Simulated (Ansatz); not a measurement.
# SiCF+ (singlet): wave-function methods side by side, cc-pVTZ

One table from this session's results is given with a row withheld; the runs are named, their logs left out.

Program: Ansatz 0.2.0, Gaussian basis. Level of theory: cc-pVTZ, core rule «outside noble gas», up to 7 orbitals frozen. These are calculated values, not measurements.

To be run: UHF; CCSD(T) on RHF; CCSD(T) on UHF; BCCD(T) on RHF; CCSDT(Q) on RHF; CCSDT(Q) on UHF; CASSCF and NEVPT2, 14 electrons in 12 orbitals.

7 further runs of the same task are left out: 2 for a known fault of the program, 5 set aside as unsound or not needed.

## The system

The geometry is a PBE0/def2-TZVP stationary point (not a proven minimum) of the parent state, kept for this charge and spin.

3 atoms, charge 1, spin multiplicity 1.

Atoms are counted from 1 here; the program's logs count them from 0.

Bond lengths: F1–C2 1.276 Å, C2–Si3 1.687 Å. Angles: F1–C2–Si3 180.0°.

Set-up of the first run:

The input, in.yaml:

```yaml
crystal:
  periodic: [false, false, false]
  atoms:
    - {symbol: F, position_ang: [0.000000, 0.000000, -1.413044]}
    - {symbol: C, position_ang: [0.000000, 0.000000, -0.136834]}
    - {symbol: Si, position_ang: [0.000000, 0.000000, 1.549877]}
basis:
  gaussian: {orbitals: cc-pVTZ}
total_charge: 1
magnetization: {spin_polarized: true, initial_magnetization: 0}
hamiltonian: {xc: hf}
output: {orbitals: {seedname: orbitals}}
```

The run is started by

```console
$ ansatz run in.yaml --threads 1 --pin off --events-out ev --progress --plain --max-ram 4096MiB --backend cpu
```

Among the steps run: UHF; CCSD(T) on RHF; CCSD(T) on UHF; BCCD(T) on RHF; CCSDT(Q) on RHF; CCSDT(Q) on UHF; CASSCF and NEVPT2, 14 electrons in 12 orbitals.

One of the session's tables, all rows but one given; the rest of the session is left out.

It belongs to the step «Misses and costs». 

```
        method  from RCCSDT(Q) (meV)
           RHF              +13684.9
           UHF              +12472.1
          RMP2               +1498.4
          UMP2                     ?
         RCCSD                +797.4
         UCCSD                +147.6
      RCCSD(T)                +217.2
      UCCSD(T)                -399.1
       BCCD(T)                +209.7
        RCCSDT                +116.0
        UCCSDT                -598.1
     RCCSDT(Q)                     0
     UCCSDT(Q)                -736.3
CASSCF valence               +9521.6
NEVPT2 valence               +1918.6
```

Estimate the missing values for UMP2.

As computed: from RCCSDT(Q) (meV): +863.7. In the column «from RCCSDT(Q) (meV)» it lies between RCCSD (+797.4) and RMP2 (+1498.4).

The program flags UCCSD(T), UCCSDT(Q) as in doubt (see the logs), so those rows may rest on another solution; read them beside their warnings.

To keep in mind: The determinant is far from a pure spin state, so its energy mixes those of several spin states (harmless only where they are near-degenerate, as at dissociation). The program flags UCCSD(T), UCCSDT(Q) as in doubt, so those rows may rest on another solution; read them beside their warnings. Warnings: restricted reference is unstable; spin contamination; large T1 diagnostic. Restricted and unrestricted rows rest on different reference determinants; where their highest levels disagree by more than a few hundredths of an eV, they describe different states and don't form one ladder.
